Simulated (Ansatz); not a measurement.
Input file:

```yaml
crystal:
  periodic: [false, false, false]
  atoms:
    - {symbol: N, position_ang: [0.000000, 0.000000, -1.829133]}
    - {symbol: Si, position_ang: [0.000000, 0.000000, -0.222533]}
    - {symbol: Si, position_ang: [0.000000, 0.000000, 2.051667]}
basis:
  gaussian: {orbitals: cc-pVDZ}
total_charge: 1
magnetization: {spin_polarized: false, initial_magnetization: 2}
correlation: {method: sc_nevpt2, electrons: outside_noble_gas, active_space: {window: {electrons: 4, orbitals: 4}, places: [1, 2]}}
```

```sh
$ ansatz run in.yaml --threads 1 --pin off --events-out ev --progress --plain --max-ram 2393MiB
```

Problem. One thing in this input was set wrong on purpose, beside settings that are merely unusual. What is the gravest fault, and what does the program do?

Solution. Two definitions of the active space. How the run ends: refused.
```
Error: invalid value for `correlation.active_space`: name one of window, places and ras
```
